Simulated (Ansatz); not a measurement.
# CH₂BO+: functionals against CCSD(T) at one geometry

The atoms stand at a structure displaced at random from a GFN2-xTB minimum. How far do the functionals agree with CCSD(T) there?

Program: Ansatz 0.2.0, Gaussian basis. Level of theory: single points in def2-TZVPP. These are calculated values, not measurements.

Correlated methods freeze the cores.

## (1) Starting geometry

SMILES `[CH2+]B=O`, 5 atoms, charge 1, spin multiplicity 1.

Atoms are counted from 1 here; the program's logs count them from 0.

Bond lengths: C1–B2 1.340 Å, C1–H5 0.925 Å, B2–O3 1.144 Å. Angles: B2–C1–H5 131.8°, C1–B2–O3 172.4°.

As a file:

```
atom     x (Å)     y (Å)     z (Å)
  C1  -0.16230   0.35380  -0.09840
  B2   0.65280  -0.62870   0.30860
  O3   1.27290  -1.46240   0.78620
  H4  -0.82010   0.46310  -1.33140
  H5  -0.64810   0.98610   0.37080
```

## (2) CCSD(T)/def2-TZVPP

File run/in.yaml:

```yaml
crystal:
  periodic: [false, false, false]
  atoms:
    - {symbol: C, position_ang: [-0.162300, 0.353800, -0.098400]}
    - {symbol: B, position_ang: [0.652800, -0.628700, 0.308600]}
    - {symbol: O, position_ang: [1.272900, -1.462400, 0.786200]}
    - {symbol: H, position_ang: [-0.820100, 0.463100, -1.331400]}
    - {symbol: H, position_ang: [-0.648100, 0.986100, 0.370800]}
basis:
  gaussian: {orbitals: def2-TZVPP}
total_charge: 1
correlation: {method: ccsd_t}
output: {forces: true}
```

No record of the launch command was kept for these runs.

## (3) PBE0-D4/def2-TZVPP

Edit run/in.yaml of step 2 so:

```diff
@@ -11,3 +11,3 @@
 total_charge: 1
-correlation: {method: ccsd_t}
-output: {forces: true}
+hamiltonian: {xc: pbe0, dispersion: d4}
+output: {forces: true, orbitals: {seedname: orbitals}}
```

## (4) wB97M-V/def2-TZVPP

Edit run/in.yaml of step 3 so:

```diff
@@ -11,3 +11,3 @@
 total_charge: 1
-hamiltonian: {xc: pbe0, dispersion: d4}
-output: {forces: true, orbitals: {seedname: orbitals}}
+hamiltonian: {xc: {name: wB97M-V}}
+output: {forces: true}
```

## (5) r2SCAN-D4/def2-TZVPP

Edit run/in.yaml of step 4 so:

```diff
@@ -11,3 +11,3 @@
 total_charge: 1
-hamiltonian: {xc: {name: wB97M-V}}
+hamiltonian: {xc: r2scan, dispersion: d4}
 output: {forces: true}
```

## (6) PBE-D4/def2-TZVPP

Edit run/in.yaml of step 5 so:

```diff
@@ -11,3 +11,3 @@
 total_charge: 1
-hamiltonian: {xc: r2scan, dispersion: d4}
+hamiltonian: {xc: pbe, dispersion: d4}
 output: {forces: true}
```

## (7) CAM-B3LYP-D4/def2-TZVPP

Edit run/in.yaml of step 6 so:

```diff
@@ -11,3 +11,3 @@
 total_charge: 1
-hamiltonian: {xc: pbe, dispersion: d4}
+hamiltonian: {xc: {name: CAM-B3LYP}, dispersion: d4}
 output: {forces: true}
```

## (8) SPW92/def2-TZVPP

Edit run/in.yaml of step 7 so:

```diff
@@ -11,3 +11,3 @@
 total_charge: 1
-hamiltonian: {xc: {name: CAM-B3LYP}, dispersion: d4}
+hamiltonian: {xc: lda}
 output: {forces: true}
```

(Steps that only read results are left out.)

What does the calculation give? Wanted: energy less free atoms, CCSD(T)/def2-TZVPP; RMS force component; RMS force error; HOMO and LUMO, PBE0-D4; T1 diagnostic.

**Answer**, as computed:

```
                                  quantity                                                                                              value
energy less free atoms, CCSD(T)/def2-TZVPP                                                                                      -801.6 kJ/mol
                       RMS force component                                                               4.341 to 4.586 eV/Å over the methods
                           RMS force error  PBE0-D4 0.535, wB97M-V 0.713, r2SCAN-D4 0.279, PBE-D4 0.305, CAM-B3LYP-D4 0.776, SPW92 0.502 eV/Å
                    HOMO and LUMO, PBE0-D4                                                                               -17.72 and -13.44 eV
                             T1 diagnostic                                                                                              0.034
```

Against CCSD(T) the functionals' energies less atoms differ by -402.3 to -70.7 kJ/mol, PBE-D4 by -158.2 kJ/mol. CCSD(T) in triple zeta still lacks some correlation energy of the bonds, so part of these gaps is its own basis error and they don't rank the functionals. The forces of r2SCAN-D4 come nearest to CCSD(T), those of CAM-B3LYP-D4 are farthest. The T1 diagnostic is large here, over the usual mark for main-group molecules (transition-metal compounds often pass it harmlessly), so CCSD(T) itself may be off. The restricted Hartree–Fock reference is unstable towards an unrestricted one at one or more of these structures.
